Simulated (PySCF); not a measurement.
**A search over the determinants of SH⁺**

Unrestricted PBE0; basis H def2-SVP, S def2-SVP; no relativity; PySCF 2.14. Outer shells of the fragments: H 1s1; S+ 3s2 3p3.

Followed along the bond (rough minima from three points):

| 2Ms+1 | unpaired | ⟨S²⟩ at the start | R at minimum (Å) | Te (eV) |
| --- | --- | --- | --- | --- |
| 3 | π ↑↑ | 2.01 | 1.38 | 0.00 |
| 1 | π ↑↓ | 1.01 | 1.38 | 0.49 |

Solutions found at the starting distance of 1.405 Å, counted from the lowest of them; the search is not exhaustive and high or unbound solutions are not listed, so other states can lie among these:

```csv
2Ms+1,unpaired,term,E (eV),⟨S²⟩,⟨Lz²⟩,μ (D)
3,π ↑↑,³Σ⁻,0.00,2.01,0.00,-1.59
1,π ↑↓,mixed,0.49,1.01,2.02,-1.59
1,none,mixed,2.01,0.00,2.00,-1.61
3,"σ ↑, π ↑",³Π,3.80,2.01,1.00,-1.96
1,"σ ↓, π ↑",mixed,4.23,1.02,1.00,-2.09
5,"σ ↑↑, π ↑↑",⁵Σ⁻,8.63,6.00,0.00,0.70
```

A term symbol is given only where ⟨S²⟩ and ⟨Lz²⟩ are close to those of a pure state; real π, δ and φ orbitals otherwise mix terms. A positive dipole points towards S; it is taken about the centre of mass and depends on that origin.

Counting both spins, an empty level lies below a filled one in some of these solutions, because spin and occupation are held.
